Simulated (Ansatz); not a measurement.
Basis-set extrapolation for C4H5Cl (`CC1=C(Cl)C1`) (PBE0-D4/def2-TZVP geometry, frozen core, the Gaussian-basis code of Ansatz). Multiplicity 1, RHF reference.

|  | def2-TZVPP | def2-QZVPP |
| --- | --- | --- |
| HF | -613.854518 | -613.873915 |
| MP2 correlation | -0.841822 | -0.902031 |
| CCSD(T) correlation | -0.922341 | not run |

Energies in hartree. Use E(X) = E(∞) + A·exp(−7.88·√X) for Hartree–Fock and E(X) = E(∞) + B·X^(−2.97) for correlation, with X = 3 and 4, and add CCSD(T) minus MP2 of the smaller set to the MP2 limit.

Task: What is the CCSD(T) energy at the basis-set limit?

Result: HF limit: -613.873915 + (-0.019397) × 0.13774 = -613.87659. MP2 limit: -0.902031 + (-0.060209) × 0.74074 = -0.94663. Higher-order term: -0.922341 − (-0.841822) = -0.08052. Total: -614.90374 hartree, 79.6 kcal/mol below CCSD(T)/def2-TZVPP.
